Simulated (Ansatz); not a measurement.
# BH₅SSi (SMILES BS[SiH3]): one structure at several levels

One table from this session's results is given with a row withheld; the runs are named, their logs left out.

Program: Ansatz 0.2.0, Gaussian basis. Level of theory: single points in def2-TZVPP. These are calculated values, not measurements.

Correlated methods freeze the cores.

**Where the work starts**

SMILES `BS[SiH3]`, 8 atoms, charge 0, spin multiplicity 1.

Atoms are counted from 1 here; the program's logs count them from 0.

Bond lengths: B1–S2 1.939 Å, B1–H4 1.230 Å, B1–H5 1.316 Å, S2–Si3 2.064 Å, Si3–H6 1.498 Å, Si3–H7 1.461 Å, Si3–H8 1.635 Å. Angles: S2–B1–H4 121.4°, S2–B1–H5 117.9°, H4–B1–H5 120.7°, B1–S2–Si3 108.0°, S2–Si3–H6 111.6°, S2–Si3–H7 110.8°, S2–Si3–H8 103.8°, H6–Si3–H7 118.2°, H6–Si3–H8 110.7°, H7–Si3–H8 100.2°.

Geometry (Å):

```mol
BH5SSi
  3D, bonds by distance, orders not assigned

  8  7  0  0  0  0  0  0  0  0999 V2000
   -1.1173    1.0552   -1.0831 B   0  0
   -0.9379   -0.7260   -0.3372 S   0  0
    0.7816   -0.7706    0.8037 Si  0  0
   -2.0702    1.3558   -1.8010 H   0  0
   -0.1918    1.9430   -0.7885 H   0  0
    0.6879    0.1519    1.9802 H   0  0
    1.9679   -0.6889   -0.0445 H   0  0
    0.8847   -2.3265    1.2950 H   0  0
  1  2  8  0
  1  4  8  0
  1  5  8  0
  2  3  8  0
  3  6  8  0
  3  7  8  0
  3  8  8  0
M  END
```

The first run:

run/in.yaml

```yaml
crystal:
  periodic: [false, false, false]
  atoms:
    - {symbol: B, position_ang: [-1.117300, 1.055200, -1.083100]}
    - {symbol: S, position_ang: [-0.937900, -0.726000, -0.337200]}
    - {symbol: Si, position_ang: [0.781600, -0.770600, 0.803700]}
    - {symbol: H, position_ang: [-2.070200, 1.355800, -1.801000]}
    - {symbol: H, position_ang: [-0.191800, 1.943000, -0.788500]}
    - {symbol: H, position_ang: [0.687900, 0.151900, 1.980200]}
    - {symbol: H, position_ang: [1.967900, -0.688900, -0.044500]}
    - {symbol: H, position_ang: [0.884700, -2.326500, 1.295000]}
basis:
  gaussian: {orbitals: def2-TZVPP}
correlation: {method: ccsd_t}
output: {forces: true}
```

No record of the launch command was kept for these runs.

Steps of the session up to this table: CCSD(T)/def2-TZVPP; PBE0-D4/def2-TZVPP; wB97M-V/def2-TZVPP; r2SCAN-D4/def2-TZVPP; PBE-D4/def2-TZVPP; B97M-V/def2-TZVPP; wB97X-V/def2-TZVPP.

One table of the session follows, with a row left open; its other results are not shown here.

```
   method  RMS force component (eV/Å)  angle to CCSD(T) forces (°)  dipole (D)
  CCSD(T)                       1.188                    reference        0.93
  PBE0-D4                       1.157                          3.9        0.94
  wB97M-V                       1.193                          2.7        0.97
r2SCAN-D4                       1.148                          2.7        0.91
   PBE-D4                       1.115                          5.5        0.79
   B97M-V                       1.123                          5.0        0.83
  wB97X-V                           ?                            ?           ?
```

Estimate the missing values for wB97X-V.

**Answer.** RMS force component (eV/Å): 1.180; angle to CCSD(T) forces (°): 3.3; dipole (D): 1.08. In the column «RMS force component (eV/Å)» it lies between PBE0-D4 (1.157) and CCSD(T) (1.188).
